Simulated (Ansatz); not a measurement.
Geometry optimisation, RKS PBE0-D4/def2-SVP in Ansatz.

The input (input.yaml):

```yaml
crystal:
  periodic: [false, false, false]
  atoms:
    - { symbol: B, position_ang: [0.026124, 0.241194, 0.021537] }
    - { symbol: H, position_ang: [-0.190088, 0.529659, 1.164027] }
    - { symbol: H, position_ang: [1.161339, 0.218477, -0.386501] }
    - { symbol: H, position_ang: [-0.899534, 0.053967, -0.7305] }
    - { symbol: "N", position_ang: [0.025159, -2.242456, 1.169013] }
    - { symbol: H, position_ang: [-0.588279, -2.438193, 0.380852] }
    - { symbol: H, position_ang: [0.986946, -2.225849, 0.836713] }
    - { symbol: H, position_ang: [-0.205866, -1.300399, 1.542258] }
basis:
  gaussian: { orbitals: def2-SVP }
hamiltonian:
  xc: pbe0
  dispersion: d4
relax:
  f_tol: 0.03
  max_steps: 50
```

Command:

```bash
$ ansatz run input.yaml --threads 1 --pin off --max-ram 2048MiB --backend cpu --events-out ev --progress --plain --runs-dir out
```

Problem. Where does it end, and by what steps?

Solution. It converged. The force dipped under the threshold on the way, but the program's further checks kept it going. After 13 steps the energy has fallen by 1.490 eV; N5 moved furthest, 0.70 Å. Joined: B1–N5 (2.74 → 1.63 Å).

```
step  energy less start (eV)  largest force component (eV/Å)  accepted
   0                  0.0000                           0.974       yes
   1                 -0.0716                           1.685       yes
   2                 -0.1561                           1.525       yes
   3                 -0.4155                           1.581       yes
   4                 -0.9952                           1.991       yes
   5                 -1.1823                           3.862       yes
   6                 -1.4063                           0.191       yes
   7                 -1.4496                           0.397       yes
   8                 -1.4122                           1.206        no
   9                 -1.4775                           0.170       yes
  10                 -1.4896                           0.011       yes
  11                 -1.4902                           0.047       yes
  12                 -1.4902                           0.032       yes
  13                 -1.4903                           0.000       yes
```

```xyz
8
Properties=species:S:1:pos:R:3
B 0.037 -0.133 0.164
H 0.249 0.634 1.095
H 0.935 -0.139 -0.669
H -1.076 0.004 -0.328
N 0.042 -1.629 0.822
H -0.129 -2.344 0.115
H 0.939 -1.836 1.262
H -0.682 -1.720 1.536
```

Whether the end is a true minimum wasn't checked by a vibrational analysis.

Time of the run: 19 s on 1 thread of Arm Neoverse V1, on a shared host, peak memory 0.11 GiB.
